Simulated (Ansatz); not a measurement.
Relaxation of CH5Si (7 atoms, charge 0, multiplicity 2), to a largest force component of 0.02 eV/Å in at most 50 steps.

The calculation used UKS BLYP/def2-mTZVP (Ansatz).

```xyz
7
Properties=species:S:1:pos:R:3:forces:R:3
C -0.123 -0.808 0.089 0.06 0.45 -0.16
Si 0.178 1.054 0.262 -0.30 -1.67 -1.01
H 0.167 0.578 1.621 0.24 1.06 1.70
H 0.690 -1.384 0.521 0.39 -0.39 -0.30
H -1.042 -1.109 0.585 -0.52 -0.25 -0.25
H -0.948 1.859 -0.196 -0.37 0.47 0.03
H 1.452 1.481 -0.303 0.49 0.33 -0.01
```

Where does it end, and by what steps?

It converged. After 5 steps the energy has fallen by 0.968 eV; H3 moved furthest, 0.84 Å.

```
step  energy less start (eV)  largest force component (eV/Å)  accepted
   0                  0.0000                           1.703       yes
   1                 -0.4302                           1.032       yes
   2                 -0.6786                           0.590       yes
   3                 -0.8677                           0.350       yes
   4                 -0.9577                           0.228       yes
   5                 -0.9683                           0.007       yes
```

```xyz
7
Properties=species:S:1:pos:R:3
C -0.126 -0.863 0.258
Si 0.171 0.963 0.427
H 0.301 1.368 1.865
H 0.685 -1.588 0.187
H -1.126 -1.300 0.258
H -0.968 1.736 -0.152
H 1.438 1.354 -0.261
```

Whether the end is a true minimum wasn't checked by a vibrational analysis.

The run took 12 s on 1 CPU thread of a shared host.
